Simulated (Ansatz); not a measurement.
A made-up structure of LiAlSiH$_{4}$, closed shell:

```xyz
7
angstrom
Li -2.8014 0.0102 -0.5176
Si -0.3745 -0.0786 -0.9393
Al 0.8368 0.0849 1.1222
H 0.0035 -1.3505 -1.6428
H 0.0498 1.0323 -1.8568
H -4.1572 -0.0543 0.3105
H 1.1614 1.4988 1.7983
```

It is relaxed with PBE-D4/def2-SVP and then PBE0-D4/def2-TZVP (Ansatz 0.2.0). Atoms count as bonded within 1.22 times the sum of their covalent radii (H–H: 0.88 Å). The end point is not checked to be a true minimum.

Question: Does its bonding change? (Judge from chemistry; the calculation decides.)

Answer: By the calculation: Yes. Formed: Li1–Al3, Li1–H4, Al3–H6; broken: none.

Where it ends: The first stage lowers the energy by 2.73 eV in 27 steps. It ends as LiAlSiH₄ ([H]1[AlH]2[SiH]3[H][Li]123):
```csv
atom,x (Å),y (Å),z (Å)
Li1,-2.4032,-0.4695,-0.6542
Si2,-0.3971,0.4944,-1.4792
Al3,-0.5004,0.5312,0.8709
H4,-0.8551,-0.9888,-1.5371
H5,0.9139,0.4444,-2.1860
H6,-2.0018,-0.1747,1.0829
H7,-0.0380,1.3058,2.1771
```

Labels in which every atom is bracketed show which atoms are joined, not bond orders.

For scale, one of the runs: PBE0-D4/def2-TZVP relaxation, 112 basis functions, launched by `ansatz run in.yaml --threads 2 --pin off --events-out ev --progress --plain --max-ram 4352MiB`. The run took about 15 s on 2 CPU threads of an Arm Neoverse V1 (shared host).
